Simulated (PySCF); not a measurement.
Species: PH3.
Atom-mapped SMILES: `[PH3:1]` (hydrogens: H2, H3, H4 on P1)

Method: PySCF 2.14.0, PBE0-D3(BJ)/def2-TZVP geometry optimisation, gas phase; density fitting, grid level 2; the optimiser is geomeTRIC in internal coordinates, started from a GFN2-xTB structure with every atom displaced at random (about 0.01 Å).

Step 0: E = -9333.8902 eV
```
atom  x, y, z in Å  |  force x, y, z in eV/Å
P1      0.0189   -0.0221    0.5746   -0.612   0.851   1.278
H2     -0.5643    1.0041   -0.2078   -0.089   0.140   0.057
H3      1.1381   -0.0186   -0.1982    1.309   0.009  -0.710
H4     -0.5547   -0.9887   -0.2016   -0.608  -1.000  -0.624
```

**Question.** Estimate the geometry and energy of step 1. (The exact step hangs on the optimiser's Hessian estimate; all steps are aligned on step 0, rigid shifts and turns removed.)

**Answer.** E = -9333.9679 eV, largest force 0.465 eV/Å
```
atom  x, y, z in Å  |  force x, y, z in eV/Å
P1      0.0072   -0.0054    0.5821    0.111  -0.116  -0.436
H2     -0.5819    1.0301   -0.2013    0.045  -0.077   0.077
H3      1.2083   -0.0113   -0.2059   -0.268   0.002   0.194
H4     -0.5957   -1.0388   -0.2080    0.112   0.192   0.165
```

The energy changes by -0.0776 eV. The first-order estimate −F·Δx gives -0.2130 eV and the mean of the old and new forces, exact on a quadratic surface, -0.0843 eV. The step makes an angle of 38° with the force vector and moves no atom by more than 0.071 Å.

The cost below is that of the whole optimisation. Time: 3.0 s of wall time; peak memory 0.29 GiB. Hardware: one thread, Intel Xeon at 2.30 GHz (x86_64) (shared host).
